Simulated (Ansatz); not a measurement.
Calculation: frozen-core CCSD(T)/def2-TZVPP // B3LYP-D3(BJ)/def2-TZVP (Ansatz, a quantum-chemistry and plane-wave program).

Ansatz 0.2 input:
```yaml
crystal:
  periodic: [false, false, false]
  atoms:
    - { symbol: C, position_ang: [-0.1365, 0.019117, 0.011538] }
    - { symbol: S, position_ang: [1.660786, 0.013574, 0.029515] }
    - { symbol: H, position_ang: [-0.443198, -0.844503, -0.588205] }
    - { symbol: H, position_ang: [-0.549505, -0.1038, 1.012128] }
    - { symbol: H, position_ang: [-0.531584, 0.915613, -0.464977] }
basis:
  gaussian: { orbitals: def2-TZVPP }
correlation:
  method: ccsd_t
magnetization:
  spin_polarized: true
  initial_magnetization: 1
```

Output:

```
Functional definition: HF
653 factors; integrals over basis functions are off by at most 1.2e-3 eV
mean field evaluation 1: about -11894.1653 eV, gradient 1.3e1 eV
mean field evaluation 2: about -11894.1686 eV, gradient 1.3e1 eV
mean field evaluation 4: about -11895.3363 eV, gradient 2.0e0 eV
mean field evaluation 8: about -11895.3809 eV, gradient 6.0e-4 eV
mean field evaluation 16: about -11895.3323 eV, gradient 2.0e0 eV
mean field evaluation 32: about -11895.3809 eV, gradient 2.0e-5 eV
mean field evaluation 64: about -11895.3802 eV, gradient 2.0e-1 eV
mean field evaluation 96: about -11895.3343 eV, gradient 5.1e-3 eV
mean field evaluation 128: about -11895.3809 eV, gradient 5.4e-4 eV
mean field -11895.38088028 eV, -437.1471843717 hartree, gradient 7.3e-7 eV, S^2 0.764452; 7 other end points of the search recorded, 0 dependent functions left out
determinant -11895.38088028 eV, -437.1471843717 hartree, with singles and doubles -11905.28107342 eV, -437.5110097588 hartree
determinant -11895.33428214 eV, -437.1454719216 hartree, with singles and doubles -11905.23188319 eV, -437.5092020512 hartree
determinant -11895.38088028 eV, -437.1471843717 hartree, with singles and doubles -11905.17350685 eV, -437.5070567602 hartree
determinant -11895.33428214 eV, -437.1454719216 hartree, with singles and doubles -11905.12462150 eV, -437.5052602568 hartree
6 core orbitals not correlated
reference -11895.38088028 eV, -437.1471843717 hartree; 7, 6 occupied and 102, 103 virtual orbitals, 653 factors
second order -8.84395049 eV of doubles, -0.00000000 eV of singles
cycle   1  -9.79262462 eV  change    1.9e-6 eV  update   2.3e-6
perturbative correction -0.38328659 eV, -0.0140855222 hartree
Total energy: -11905.55679149 eV, -437.5211422110 hartree
```

Cost: about 90 core-seconds (a rough figure).
